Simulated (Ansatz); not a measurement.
# Relative stability

Two relaxed structures of CH5AlMg, singlet (PBE0-D4/def2-TZVP; forces vanish, vibrations not checked).

A:

```
8
angstrom
C -1.2796 1.2654 -0.6759
Al 1.3161 -2.1329 1.1957
Mg -0.0885 -0.2259 0.1418
H -1.0218 2.2462 -0.2642
H -2.3417 1.0943 -0.4803
H -1.1493 1.3249 -1.7610
H 1.8210 -0.6572 0.2695
H 2.8007 -2.6883 1.4307
```

B:

| atom | x (Å) | y (Å) | z (Å) |
| --- | --- | --- | --- |
| C1 | -1.0201 | 0.9026 | -0.3327 |
| Al2 | 0.1965 | -0.6267 | -0.1364 |
| Mg3 | 1.2677 | -2.4807 | 1.2790 |
| H4 | -0.7399 | 1.7005 | 0.3631 |
| H5 | -2.0441 | 0.6069 | -0.0812 |
| H6 | -1.0200 | 1.3136 | -1.3442 |
| H7 | -0.0536 | -1.0466 | 1.6206 |
| H8 | 1.9646 | -3.7001 | 2.2340 |

Computed with Ansatz 0.2.0 (basis: def2-TZVPP); correlated methods freeze the cores. The outer core shell of Li, Na, Mg and K is correlated. The def2 sets are not built for correlating such inner shells, so the correlated values are less sure here. B3LYP uses VWN-RPA correlation.

Problem. Which structure is lower at CCSD(T), and by how much? (Judge from chemistry; the value comes from the calculation.)

Solution. The calculation gives: B, by 0.117 eV (electronic energy, against the other). By their contacts, A is CH₅AlMg ([CH3][Mg]1[H][AlH]1) and B is CH₅AlMg ([CH3][Al]1[H][MgH]1).

All methods give the same order:

```json
{"method": "PBE-D4", "E(B) − E(A) (eV)": "-0.141"}
{"method": "r2SCAN-D4", "E(B) − E(A) (eV)": "-0.156"}
{"method": "PBE0-D4", "E(B) − E(A) (eV)": "-0.158"}
{"method": "B3LYP-D4", "E(B) − E(A) (eV)": "-0.138"}
{"method": "wB97M-V", "E(B) − E(A) (eV)": "-0.144"}
{"method": "HF", "E(B) − E(A) (eV)": "-0.172"}
{"method": "MP2", "E(B) − E(A) (eV)": "-0.113"}
{"method": "CCSD", "E(B) − E(A) (eV)": "-0.118"}
{"method": "CCSD(T)", "E(B) − E(A) (eV)": "-0.117"}
```

T1 diagnostic: at most 0.011. The restricted Hartree–Fock reference is unstable towards an unrestricted one at one or more of these structures.

Labels in which every atom is bracketed show which atoms are joined, not bond orders.

For scale, one of the runs: CCSD(T)/def2-TZVPP, 175 basis functions, launched by `ansatz run in.yaml --threads 2 --pin off --events-out ev --progress --plain --max-ram 4352MiB`. Hardware: 2 CPU threads of an Arm Neoverse V1, shared host. Wall time 44 s; peak host memory 1.6 GiB.
